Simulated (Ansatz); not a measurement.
**BOF (quintet): from Hartree-Fock to the top rungs, def2-QZVPP**

The task here is to estimate one member of a computed series from the others.

Program: Ansatz 0.2.0, Gaussian basis. Level of theory: def2-QZVPP, core rule «outside noble gas», up to 3 orbitals frozen. These are calculated values, not measurements.

Plan: UHF; ROHF; CCSD(T) on UHF.

2 further runs of the same task are left out: 2 set aside as unsound or not needed.

### The geometry

The geometry is a PBE0/def2-TZVP stationary point (not a proven minimum) of the parent state, kept for this charge and spin.

3 atoms, charge 0, spin multiplicity 5.

Atoms are counted from 1 here; the program's logs count them from 0.

Bond lengths: B1–O2 1.371 Å, B1–F3 1.310 Å. Angles: O2–B1–F3 114.8°.

Geometry (Å):

```xyz
3

B     0.00000   -0.55107    0.04911
O     0.00000    0.17559    1.21124
F     0.00000    0.16571   -1.04798
```

The first run:

File in.yaml:

```yaml
crystal:
  periodic: [false, false, false]
  atoms:
    - {symbol: B, position_ang: [0.000000, -0.551074, 0.049105]}
    - {symbol: O, position_ang: [0.000000, 0.175594, 1.211243]}
    - {symbol: F, position_ang: [0.000000, 0.165712, -1.047985]}
basis:
  gaussian: {orbitals: "def2-QZVPP.json"}
magnetization: {spin_polarized: true, initial_magnetization: 4}
hamiltonian: {xc: hf}
output: {orbitals: {seedname: orbitals}}
```

Run with:

```
ansatz run in.yaml --threads 1 --pin off --events-out ev --progress --plain --max-ram 2393MiB
```

Among the steps run: UHF; ROHF; CCSD(T) on UHF.

One of the session's tables, all rows but one given; the rest of the session is left out.

```
  method  from UCCSD(T) (kcal/mol)
    ROHF                   +335.48
     UHF                   +330.06
    UMP2                         ?
   UCCSD                    +10.45
UCCSD(T)                         0
```

Q: Estimate the row for UMP2 from the others.

**Answer.** from UCCSD(T) (kcal/mol): +23.20. In the column «from UCCSD(T) (kcal/mol)» it lies between UCCSD (+10.45) and UHF (+330.06).
